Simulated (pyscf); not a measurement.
# Four-centre exchange: H₃C–Sb(CH₃)–CH₃ + hydrogen (H₂) -> H₃C–SbH–CH₃ + methane (CH₄)

Gas phase, singlet surface, charge 0. Bonds broken: Sb1–C2, H14–H15. Bonds formed: Sb1–H14, C2–H15. PySCF, gas phase, ωB97X-D3(BJ)/def2-SVP geometries.

Transition state (Å):

```xyz
15

Sb     0.2871     0.1101     0.5187
C      1.0043     1.5935    -1.5877
C     -1.5880     0.1161    -0.5399
C     -0.8821     0.1672     2.4036
H      2.0835     1.7757    -1.4922
H      0.7164     1.5422    -2.6497
H      0.4504     2.4291    -1.1392
H     -1.4342     0.0624    -1.6254
H     -2.1346     1.0374    -0.2852
H     -2.1907    -0.7426    -0.2078
H     -1.5290     1.0610     2.4293
H     -1.5391    -0.7172     2.4713
H     -0.2223     0.1843     3.2851
H      0.8721    -0.8302    -1.3168
H      0.9316     0.1222    -1.5771
```

One imaginary mode, 1530i cm⁻¹; descent along it reached the two sides named.

```csv
bond,change,reactant side (Å),saddle,product side
Sb1–C2,breaks,2.158,2.7,3.8
H14–H15,breaks,0.760,0.989,2.8
Sb1–H14,forms,3.3,2.144,1.713
C2–H15,forms,3.7,1.473,1.099
```

Electronic energies relative to the separated reactants (eV):

```tsv
level	barrier	reaction energy	reverse barrier
ωB97X-D3(BJ)/def2-TZVP	3.36	-0.41	3.77
PBE/def2-TZVP	2.69	-0.51	3.20
r²SCAN/def2-TZVP	2.94	-0.48	3.42
B3LYP-D3(BJ)/def2-TZVP	3.01	-0.48	3.49
PBE0-D3(BJ)/def2-TZVP	2.98	-0.49	3.47
M06-2X/def2-TZVP	3.25	-0.40	3.65
ωB97M-D3(BJ)/def2-TZVP	3.24	-0.50	3.74
HF/def2-TZVP	4.23	-0.74	4.97
```

With ωB97M-D3(BJ)/def2-TZVP energies and thermal terms (ideal gas, 1 atm, RRHO with modes under 100 cm⁻¹ raised to 100, one conformer, R ln 2 for chiral ones without a mode under 150 cm⁻¹), in eV:

| T (K) | ΔH‡ | ΔG‡ | ΔH | ΔG |
|---|---|---|---|---|
| 298 | 3.21 | 3.55 | -0.39 | -0.47 |
| 600 | 3.18 | 3.91 | -0.45 | -0.52 |
| 900 | 3.18 | 4.28 | -0.50 | -0.54 |
| 1200 | 3.20 | 4.64 | -0.53 | -0.55 |

At the saddle there is also a short H–Sb contact that neither side keeps. From the product side, H₃C–Sb•–CH₃ + H• + CH₄ lies, by one bond made or cut, 0.72 eV under this saddle at ωB97M-D3(BJ)/def2-TZVP. The same reactants have a lower exit, to CH₃• + H₃C–Sb•–CH₃ + H₂ (no saddle counted: cutting one bond costs +2.70 eV at ωB97M-D3(BJ)/def2-TZVP, against +3.24 eV here). One saddle was located; it need not be the lowest between these sides. Elements past Kr carry the def2 core potentials, without spin-orbit coupling.
